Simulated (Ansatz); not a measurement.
Geometry optimisation, Ansatz, RKS PBE/def2-SVP.

input.yaml

```yaml
crystal:
  periodic: [false, false, false]
  atoms:
    - { symbol: Al, position_ang: [0.030982, -0.63559, -0.293458] }
    - { symbol: H, position_ang: [0.12375, 0.300593, 2.296824] }
    - { symbol: H, position_ang: [1.378601, 0.203467, -0.523079] }
    - { symbol: H, position_ang: [-1.383073, -0.030811, -0.737401] }
    - { symbol: P, position_ang: [0.009382, -2.653685, 0.807039] }
    - { symbol: H, position_ang: [-0.564094, -3.360009, -0.31226] }
    - { symbol: H, position_ang: [1.369783, -3.002634, 0.486939] }
    - { symbol: H, position_ang: [-0.017631, -0.39923, 2.161396] }
basis:
  gaussian: { orbitals: def2-SVP }
hamiltonian:
  xc: pbe
relax:
  f_tol: 0.03
  max_steps: 50
```

Run as:

```bash
$ ansatz run input.yaml --threads 1 --pin off --max-ram 2048MiB --backend cpu --events-out ev --progress --plain --runs-dir out
```

Question: Where does it end, and by what steps?

Answer: It converged. After 9 steps the energy has fallen by 0.179 eV; H2 moved furthest, 0.53 Å.

| step | energy less start (eV) | largest force component (eV/Å) | accepted |
| --- | --- | --- | --- |
| 0 | 0.0000 | 1.817 | yes |
| 1 | -0.0982 | 0.331 | yes |
| 2 | -0.1088 | 0.872 | yes |
| 3 | -0.1545 | 0.619 | yes |
| 4 | -0.1550 | 0.413 | yes |
| 5 | -0.1746 | 0.097 | yes |
| 6 | -0.1778 | 0.050 | yes |
| 7 | -0.1781 | 0.065 | yes |
| 8 | -0.1768 | 0.112 | no |
| 9 | -0.1787 | 0.011 | yes |

```xyz
8
Properties=species:S:1:pos:R:3
Al 0.112 -0.658 -0.021
H -0.078 0.541 1.864
H 1.469 0.168 -0.221
H -1.295 -0.047 -0.483
P 0.182 -2.875 0.793
H -0.684 -3.344 -0.259
H 1.391 -3.180 0.072
H -0.149 -0.182 2.140
```

Whether the end is a true minimum wasn't checked by a vibrational analysis.

Time of the run: 13 s on 1 thread of Arm Neoverse V2 (shared host), peak memory 0.11 GiB.
